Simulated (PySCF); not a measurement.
# Calculated NMR parameters of C=CC(=O)OC

```yaml
Formula: C4H6O2
SMILES: C=CC(=O)OC
InChI: InChI=1S/C4H6O2/c1-3-4(5)6-2/h3H,1H2,2H3
Point_group_of_the_computed_structure: Cs
Degrees_of_unsaturation: 2
Carbon_signals: 4
Proton_signals: 4
```

Numbering as in the mapped SMILES `[CH2:1]=[CH:2][C:3](=[O:4])[O:5][CH3:6]`. Each H is labelled by its parent atom. Ha(C1) is cis to C3; Hb(C1) is trans to C3.

One conformer, no solvent, relativity neglected, rapidly exchanging positions averaged. J couplings at B3LYP/pcJ-1 (without the spin–dipole term); GFN2-xTB geometry; shielding tensors at PBE0/pcSseg-1 (GIAO); PySCF 2.14.0 with density-fitted response routines.

δ = σ(ref) − σ, references computed at the same level: $^{1}$H and $^{13}$C vs TMS; $^{17}$O vs H2O.

| carbon | δC, type | δH (multiplicity, J in Hz) | HMBC from (abs. J ≥ 3 Hz) | span of the C tensor (ppm) |
| --- | --- | --- | --- | --- |
| C1 | 140.6, CH2 | Ha(C1) 6.98 (m); Hb(C1) 6.21 (m) | – | 253 |
| C2 | 136.2, CH | 6.30 (m) | Ha(C1) | 206 |
| C3 | 173.2, C | – | Ha(C1), Hb(C1), H(C6) | 152 |
| C6 | 53.7, CH3 | 3.92 (s) | – | 73 |

Other nuclei:
| atoms | nucleus | environment | δ (ppm) | σ (ppm) |
| --- | --- | --- | --- | --- |
| O4 | $^{17}$O | ester carbonyl oxygen | 410.2 | -74.1 |
| O5 | $^{17}$O | ester alkoxy oxygen | 194.7 | 141.4 |

Selected couplings (Hz, signed; the shortest-range and largest first, 30 at most; isotopes $^{13}$C, $^{1}$H): $^{1}J$(C2,H(C2)) 168.6, $^{1}J$(C1,Ha(C1)) 167.5, $^{1}J$(C1,Hb(C1)) 167.1, $^{1}J$(C6,H(C6)) 151.1, $^{1}J$(C2,C3) 78.3, $^{1}J$(C1,C2) 78.1, $^{2}J$(C3,C6) -2.3, $^{2}J$(C1,C3) 1.6, $^{3}J$(Ha(C1),H(C2)) 18.6, $^{3}J$(Hb(C1),H(C2)) 11.6, $^{3}J$(C2,C6) 2.3.

Carbon types of the structure: 1 × C, 1 × CH, 1 × CH2, 1 × CH3, which accounts for all hydrogens. δC 173.2: ester carbonyl carbon; lone-pair donation from the attached heteroatom keeps it upfield of a ketone carbonyl. δC 140.6: β carbon of a C=C–C=O unit; conjugation with the carbonyl draws π density from the β position. δC 136.2: α carbon of a C=C–C=O unit; as expected for a trigonal carbon in a double bond. δH 6.98, 6.21: hydrogen on a β carbon of a C=C–C=O unit; attached to an sp2 carbon and in the plane of the double bond. δH 3.92: hydrogen on a methyl carbon bonded to O; its carbon carries O, which withdraws density.

Multiplet labels drop couplings under 1 Hz and merge nearly equal ones. Unscaled 3J(H,H) at this level run about 10 % above measured values. Shifts are as computed. Against solution values, carbons near 30 ppm lie about +3 ppm off and those near 130 ppm about +5 ppm. Of 1211 compounds with measured shifts, 218 miss one by over three times the rms of a fit or turn the order of signals round; such compounds aren't used in these exercises. Unscaled 17O shifts of doubly bonded oxygen tend to come out too high, by tens of ppm or more. Experimental scales use liquid or dissolved standards, which lie at an offset from isolated H2O (liquid H2O: subtract about 36 ppm).
